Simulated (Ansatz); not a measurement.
## Where CCSD(T) holds and where it slips

Each species is computed at the geometry given (Å), with frozen cores, in Ansatz 0.2.0: RHF-CCSD(T) for singlets, UHF-CCSD(T) otherwise, and full CI in the same basis. The program picks the determinant by trial CCSD, so it needn't be the lowest Hartree–Fock solution. States: H2Si–N⁺ A2, Si–CH2⁺ B1, BS Σ⁺ or Δ, HNP A'. Cases whose determinant has another symmetry than full CI's state, or whose (Q) step broke down, weren't drawn.

Question: Judging by size, spin and bonding and the diagnostics given, rank them by the size of CCSD(T)'s error in total energy against full CI in the same basis, smallest first (an estimate).
A. BS, doublet, cc-pVDZ: B 0.000 0.000 0.000; S 0.000 0.000 1.780. T1 0.043, (T) -332 meV in a correlation energy of -5.90 eV
B. Si–CH2⁺, doublet, 6-31G: Si 0.000 0.000 0.596; C 0.000 0.000 -1.106; H 0.000 -0.909 -1.708; H 0.000 0.909 -1.708. T1 0.013, (T) -67 meV in a correlation energy of -3.55 eV
C. H2Si–N⁺, triplet, 6-31G: Si 0.000 0.000 0.556; N 0.000 0.000 -1.293; H 0.000 1.302 1.239; H 0.000 -1.302 1.239. T1 0.026, (T) -68 meV in a correlation energy of -3.42 eV
D. HNP, doublet, 6-31G: N 0.000 -0.118 1.017; P 0.000 0.032 -0.515; H 0.000 0.657 1.675. T1 0.061, (T) -158 meV in a correlation energy of -5.09 eV

Answer: B (20.2 meV), C (31.2 meV), D (53.5 meV), A (77.4 meV).

| species | basis | correlated electrons | CCSD(T) − full CI (meV) | CCSDT(Q) − full CI (meV) | unpaired electrons (full CI) | T1 | ⟨S²⟩ of the determinant |
| --- | --- | --- | --- | --- | --- | --- | --- |
| Si–CH2⁺, doublet | 6-31G | 9 | 20.2 | 0.6 | 1.06 | 0.013 | 0.76 |
| H2Si–N⁺, triplet | 6-31G | 10 | 31.2 | -0.4 | 2.05 | 0.026 | 2.03 |
| HNP, doublet | 6-31G | 11 | 53.5 | -2.4 | 1.11 | 0.061 | 0.92 |
| BS, doublet | cc-pVDZ | 9 | 77.4 | -11.7 | 1.17 | 0.043 | 0.89 |

Unpaired electrons are Σ n²(2−n)² over natural occupations; an open shell counts its own unpaired electrons too. Frozen cores follow each run's orbitals, which moves totals by a few meV.
